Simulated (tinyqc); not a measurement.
Worked calculation: UHF in the sto-6g basis, for LiH, spin multiplicity 3. One step of it, computed by the program tinyqc.

Problem. Iteration 1: building the Fock matrix. J_ij = sum D_kl (ij|kl) with D = D(alpha) + D(beta), K_ij = sum D_kl (ik|jl) for each spin; F = H + J - K(s); E = tr D H + tr D J / 2 - 0.5 sum_s tr D(s) K(s) + E_nn.

D(alpha) at the start, lower triangle:
```
            1Li 1s     1Li 2s   1Li 2px   1Li 2py   1Li 2pz     2H 1s
1Li 1s    0.622109
1Li 2s   -0.032635   0.916645
1Li 2px  -0.349127   0.147832  0.315343
1Li 2py   0.192328  -0.285273  0.008270  0.380399
1Li 2pz   0.138826   0.136476  0.188791  0.377834  0.653971
2H 1s    -0.293972  -0.113032  0.183070  0.003438  0.002631  0.169968
```

D(beta) at the start, lower triangle:
```
            1Li 1s    1Li 2s   1Li 2px   1Li 2py   1Li 2pz     2H 1s
1Li 1s    0.014810
1Li 2s   -0.067249  0.305363
1Li 2px  -0.048917  0.222122  0.161573
1Li 2py  -0.023316  0.105871  0.077011  0.036706
1Li 2pz  -0.083171  0.377660  0.274711  0.130936  0.467072
2H 1s    -0.008862  0.040241  0.029272  0.013952  0.049769  0.005303
```

core Hamiltonian H = T + V (hartree), lower triangle:
```
            1Li 1s     1Li 2s    1Li 2px    1Li 2py    1Li 2pz      2H 1s
1Li 1s   -4.651686
1Li 2s   -0.986536  -1.291702
1Li 2px   0.000000   0.000000  -1.062500
1Li 2py   0.000000   0.000000   0.000000  -1.062500
1Li 2pz  -0.006306  -0.067532   0.000000   0.000000  -1.109493
2H 1s    -0.029677  -0.248243   0.000000   0.000000  -0.359345  -1.074873
```

Two-electron integrals (ij|kl) in chemists' order, unique and non-zero (hartree):
```
(11|11) 1.681247   (21|11) 0.242603   (21|21) 0.044507   (22|11) 0.397190
(22|21) 0.090279   (22|22) 0.290625   (31|31) 0.009437   (32|31) 0.014261
(32|32) 0.064236   (33|11) 0.397190   (33|21) 0.090279   (33|22) 0.290625
(33|33) 0.313125   (41|41) 0.009437   (42|41) 0.014261   (42|42) 0.064236
(43|43) 0.016875   (44|11) 0.397190   (44|21) 0.090279   (44|22) 0.290625
(44|33) 0.279374   (44|44) 0.313125   (51|51) 0.009437   (52|51) 0.014261
(52|52) 0.064236   (53|53) 0.016875   (54|54) 0.016875   (55|11) 0.397190
(55|21) 0.090279   (55|22) 0.290625   (55|33) 0.279374   (55|44) 0.279374
(55|55) 0.313125   (61|11) 0.006891   (61|21) 0.001252   (61|22) 0.002623
(61|33) 0.002585   (61|44) 0.002585   (61|51) 0.000168   (61|52) 0.000364
(61|55) 0.002700   (61|61) 0.000039   (62|11) 0.045890   (62|21) 0.010728
(62|22) 0.041061   (62|33) 0.038669   (62|44) 0.038669   (62|51) 0.001591
(62|52) 0.012757   (62|55) 0.045846   (62|61) 0.000377   (62|62) 0.013783
(63|31) 0.000512   (63|32) 0.003084   (63|53) 0.001453   (63|63) 0.000551
(64|41) 0.000512   (64|42) 0.003084   (64|54) 0.001453   (64|64) 0.000551
(65|11) 0.065707   (65|21) 0.015426   (65|22) 0.060227   (65|33) 0.056248
(65|44) 0.056248   (65|51) 0.002489   (65|52) 0.020039   (65|55) 0.068187
(65|61) 0.000552   (65|62) 0.021552   (65|65) 0.033826   (66|11) 0.201275
(66|21) 0.047444   (66|22) 0.196691   (66|33) 0.182399   (66|44) 0.182399
(66|51) 0.006295   (66|52) 0.065024   (66|55) 0.225274   (66|61) 0.001668
(66|62) 0.091538   (66|65) 0.146179   (66|66) 0.774999
```

nuclear repulsion = 0.60385380 hartree

Give: Coulomb J; exchange K(alpha); exchange K(beta); F(alpha); F(beta); total energy of this density.

Solution.

Coulomb J (hartree), lower triangle:
```
          1Li 1s   1Li 2s  1Li 2px  1Li 2py  1Li 2pz   2H 1s
1Li 1s    2.3394
1Li 2s    0.4455   1.2089
1Li 2px   0.0033   0.0375   1.1998
1Li 2py  -0.0019  -0.0181   0.0029   1.1978
1Li 2pz   0.0167   0.0791   0.0163   0.0172   1.2292
2H 1s     0.0133   0.1926   0.0035   0.0006   0.2857  0.9791
```

exchange K(alpha) (hartree), lower triangle:
```
          1Li 1s   1Li 2s  1Li 2px  1Li 2py  1Li 2pz   2H 1s
1Li 1s    1.0793
1Li 2s    0.2232   0.3617
1Li 2px  -0.1259   0.0236   0.1791
1Li 2py   0.0484  -0.0810   0.0024   0.1984
1Li 2pz   0.0497   0.0535   0.0665   0.1121   0.2805
2H 1s    -0.0383   0.0433   0.0495   0.0111   0.0808  0.1520
```

exchange K(beta) (hartree), lower triangle:
```
         1Li 1s  1Li 2s  1Li 2px  1Li 2py  1Li 2pz   2H 1s
1Li 1s   0.0121
1Li 2s   0.0112  0.1245
1Li 2px  0.0034  0.0749   0.0773
1Li 2py  0.0016  0.0357   0.0228   0.0403
1Li 2pz  0.0060  0.1315   0.0831   0.0396   0.1760
2H 1s    0.0029  0.0607   0.0303   0.0145   0.0774  0.0623
```

F(alpha) (hartree), lower triangle:
```
          1Li 1s   1Li 2s  1Li 2px  1Li 2py  1Li 2pz    2H 1s
1Li 1s   -3.3916
1Li 2s   -0.7643  -0.4445
1Li 2px   0.1292   0.0139  -0.0418
1Li 2py  -0.0503   0.0629   0.0004  -0.0631
1Li 2pz  -0.0392  -0.0420  -0.0502  -0.0949  -0.1607
2H 1s     0.0219  -0.0990  -0.0460  -0.0106  -0.1545  -0.2478
```

F(beta) (hartree), lower triangle:
```
          1Li 1s   1Li 2s  1Li 2px  1Li 2py  1Li 2pz    2H 1s
1Li 1s   -2.3244
1Li 2s   -0.5522  -0.2072
1Li 2px  -0.0002  -0.0374   0.0600
1Li 2py  -0.0035  -0.0538  -0.0199   0.0950
1Li 2pz   0.0045  -0.1200  -0.0668  -0.0224  -0.0563
2H 1s    -0.0192  -0.1164  -0.0269  -0.0139  -0.1511  -0.1581
```

total energy of this density = -4.357486 hartree
